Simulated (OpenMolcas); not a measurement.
**Potential curves of ClF⁻: spin-free states**

Calculated with OpenMolcas 26.06: state-averaged CASSCF(11,6) over Cl 3p, F 2p, XMS-CASPT2 (IPEA 0.25, imaginary shift 0.2 hartree), scalar X2C, ANO-RCC-VTZP, then RASSI spin–orbit state interaction with atomic mean-field integrals. C2 symmetry about the axis (a holds Σ, Δ, Γ; b holds Π, Φ, H; Σ⁺ and Σ⁻ are not told apart); roots by multiplicity and irrep: 2a 2, 2b 2.

XMS-CASPT2 energies in eV from the lowest point. Curves are followed by energy order within each symmetry, so they are adiabatic and may change character at avoided crossings; Σ⁺ and Σ⁻ are counted together.

| R (Å) | (1)2Σ | (2)2Σ | (1)2Π |
| --- | --- | --- | --- |
| 1.892 | 0.396 | 6.523 | 4.479 |
| 2.002 | 0.136 | 5.308 | 3.698 |
| 2.101 | 0.028 | 4.469 | 3.150 |
| 2.200 | 0.000 | 3.816 | 2.731 |
| 2.310 | 0.027 | 3.259 | 2.389 |
| 2.420 | 0.090 | 2.837 | 2.144 |
| 2.574 | 0.203 | 2.409 | 1.925 |
| 2.772 | 0.352 | 2.047 | 1.751 |
| 3.080 | 0.533 | 1.732 | 1.632 |
| 3.520 | 0.678 | 1.554 | 1.581 |
| 4.180 | 0.761 | 1.524 | 1.571 |
| 5.060 | 0.795 | 1.563 | 1.572 |

Task: With masses 34.969 and 18.998 u, fit the curves (1)2Σ near their minima.

Result: At XMS-CASPT2, Te from the lowest curve (the fit fixes ωe to a per cent or two; the method's Re and ωe can be off by some per cent):

```
curve  Te (cm⁻¹)  Re (Å)  ωe (cm⁻¹)
(1)2Σ          0   2.198      338.4
```

Only roots inside an energy window near the equilibrium distance were included, so the list of states is not complete; labels number the states computed. Each spin and symmetry block has orbitals of its own, averaged over its own roots, so gaps between blocks are less sure than gaps within one and near the minimum can be off by tenths of an eV, in bad cases by more. No Rydberg orbitals are active, so Rydberg states, and σ→σ* states whose orbital the CASSCF left unused, can be missing between those listed. For an anion, states above the electron-detachment threshold (often below 1 to 3 eV) are held by the basis set and are not bound levels. At stretched bonds a block can hold a wrong CASSCF solution and miss its lowest state; points past a visible jump are left out. The CASPT2 reference weights are uneven, so some states carry less reliable energies. Points that failed a check (symmetry, reference weights, a jump) are left out.
